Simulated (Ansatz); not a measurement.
Stepwise reaction of `O[SiH2]O` with hydrogen, as a gas-phase model of exchange steps in deposition or etching. ΔE in kJ/mol; ΔG adds harmonic PBE0-D4 terms to CCSD(T)/CBS, at 1 bar.

Calculated with Ansatz (gas phase, PBE0-D4/def2-TZVP geometries, no zero-point term in ΔE). CBS: MP2 limit from def2 TZ/QZ plus the TZ coupled-cluster correction, frozen cores. This one scheme is used for every species. DFT in def2-TZVPP. B3LYP here is the variant with VWN-RPA as its local correlation; programs differ in this. One conformer a species, not always the lowest.

```
step                     reaction  PBE-D4  B3LYP-D4  ωB97M-V  CCSD(T)/CBS  ΔG(500 K)
   2  `O[SiH3]` + H₂ → SiH₄ + H₂O    55.6      62.6     62.9         61.4       69.2
```

Q: Give the row of step 1, `O[SiH2]O` + H₂ → `O[SiH3]` + H₂O. (Estimate.)

A: The calculation gave: 
| step | reaction | PBE-D4 | B3LYP-D4 | ωB97M-V | CCSD(T)/CBS | ΔG(500 K) |
| --- | --- | --- | --- | --- | --- | --- |
| 1 | `O[SiH2]O` + H₂ → `O[SiH3]` + H₂O | 89.3 | 94.4 | 95.7 | 92.8 | 84.1 |

Q: By hand: ΔE of the 2 steps together at CCSD(T)/CBS.

A: (92.8) + (61.4) = 154.2 kJ/mol, or 77.1 kJ/mol a step.

In ΔE each step is lower than the one before. All are uphill at CCSD(T)/CBS. ΔG lies between 69.2 and 84.1 kJ/mol a step. PBE-D4 differs from CCSD(T)/CBS by -5.8 to -3.5 kJ/mol a step. Isolated molecules leave out the surface, adducts and barriers. Largest T1 diagnostic: 0.011.
